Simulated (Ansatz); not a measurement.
A nudged elastic band was laid between two geometries of CH5BCl (8 atoms, charge 0, multiplicity 2).

The calculation used UKS B3LYP-D4/def2-SVP (Ansatz 0.2.0).

```json
{
  "movable images": "9",
  "climbing image": "yes",
  "spring": "5.0 eV/Å²",
  "optimiser": "quadratic models (default)",
  "start path": "through a guess of the saddle point",
  "force threshold": "0.05 eV/Å",
  "iteration limit": "60",
  "end points": "relaxed"
}
```

First end point:

```xyz
8
Properties=species:S:1:pos:R:3
B 0.174 0.005 0.453
H -0.247 -1.142 0.861
C 1.401 0.048 -0.526
H 1.393 -0.781 -1.251
H 1.420 0.996 -1.094
H 2.353 0.005 0.031
H -0.970 -0.362 -0.012
Cl -0.050 1.232 1.737
```

Last end point:

```xyz
8
Properties=species:S:1:pos:R:3
B 0.178 -0.026 0.458
H -0.796 0.793 0.252
C 1.408 0.016 -0.519
H 2.011 -0.906 -0.442
H 1.113 0.143 -1.573
H 2.087 0.847 -0.256
H -0.915 -0.580 0.062
Cl 0.386 -0.286 2.218
```

**Question.** What changes between the two ends?

**Answer.** No bond is made or broken.  The two ends are copies of one structure, up to a mirror image or an exchange of like atoms.

**Question.** What energy profile does the band end with?

**Answer.** It converged. The highest image is number 5 of 0 to 10, 100.9 kJ/mol above the ends, which have the same energy within 2 meV. A vibrational analysis at the climbing image gives one clearly imaginary mode, 273i cm⁻¹: a first-order saddle point.

| image | path coordinate (Å) | energy (kJ/mol) |
| --- | --- | --- |
| 0 | 0.00 | 0.0 |
| 1 | 0.67 | 2.0 |
| 2 | 1.35 | 20.0 |
| 3 | 2.01 | 67.6 |
| 4 | 2.68 | 94.3 |
| 5 | 3.35 | 100.9 |
| 6 | 3.82 | 97.0 |
| 7 | 4.30 | 85.0 |
| 8 | 4.78 | 52.0 |
| 9 | 5.25 | 19.8 |
| 10 | 5.73 | 0.1 |

**Question.** What is the geometry of the highest image?

**Answer.** 
```xyz
8
Properties=species:S:1:pos:R:3
B -0.050 0.001 -0.111
H -0.224 0.043 1.159
C 1.391 0.033 -0.651
H 1.688 -1.040 -0.669
H 1.479 0.397 -1.687
H 2.113 0.538 0.008
H -1.073 -0.124 -0.735
Cl 0.151 0.152 2.885
```

**Question.** What are the harmonic wavenumbers there?

**Answer.** 273i, 62, 115, 278, 539, 619, 935, 977, 1020, 1138, 1306, 1386, 1429, 1810, 2629, 2979, 3078, 3139 cm⁻¹.

The run took 6.3 min on 2 threads of Arm Neoverse N1 (shared host), peak memory 0.18 GiB.
